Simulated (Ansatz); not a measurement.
# H6Si2: the cost of one run

All numbers below are computed with Ansatz 0.2.0 (RKS PBE-D4/6-31G*).

### Step 1. The system as given

Bond lengths: Si1–H2 1.460 Å, Si1–Si3 2.220 Å, Si3–H4 1.460 Å, Si3–H5 1.460 Å, Si3–H6 1.460 Å, Si1–H7 1.459 Å, Si1–H8 1.459 Å. Angles: H2–Si1–Si3 109.5°, H2–Si1–H7 109.5°, H2–Si1–H8 109.5°, Si3–Si1–H7 109.5°, Si3–Si1–H8 109.5°, H7–Si1–H8 109.5°, Si1–Si3–H4 109.5°, Si1–Si3–H5 109.5°, Si1–Si3–H6 109.5°, H4–Si3–H5 109.4°, H4–Si3–H6 109.4°, H5–Si3–H6 109.4°.

Coordinates:

```xyz
8

Si    0.0000    0.0000    0.0000
H     0.0000    0.0000    1.4600
Si    2.0935    0.0000   -0.7393
H     2.5508   -1.3762   -0.9079
H     2.1573    0.6939   -2.0222
H     2.9510    0.6823    0.2255
H    -0.6877    1.1914   -0.4862
H    -0.6877   -1.1914   -0.4862
```

### Step 2. Preparing the start

File input.yaml:

```yaml
crystal:
  periodic: [false, false, false]
  atoms:
    - { symbol: Si, position_ang: [0.0, 0.0, 0.0] }
    - { symbol: H, position_ang: [0.0, 0.0, 1.46] }
    - { symbol: Si, position_ang: [2.0935, 0.0, -0.7393] }
    - { symbol: H, position_ang: [2.5508, -1.3762, -0.9079] }
    - { symbol: H, position_ang: [2.1573, 0.6939, -2.0222] }
    - { symbol: H, position_ang: [2.951, 0.6823, 0.2255] }
    - { symbol: H, position_ang: [-0.6877, 1.1914, -0.4862] }
    - { symbol: H, position_ang: [-0.6877, -1.1914, -0.4862] }
basis:
  gaussian: { orbitals: "6-31G*" }
hamiltonian:
  xc: pbe
  dispersion: d4
relax:
  f_tol: 0.02
  max_steps: 40
```

The run is started by

```bash
$ ansatz run input.yaml --threads 1 --pin off --max-ram 2048MiB --backend cpu --events-out ev --progress --plain --runs-dir out
```

What time and memory should one allow on 1 thread of AMD EPYC 9R45 (Zen 5), shared host?

About 6.3 s, with a peak of 0.12 GiB.
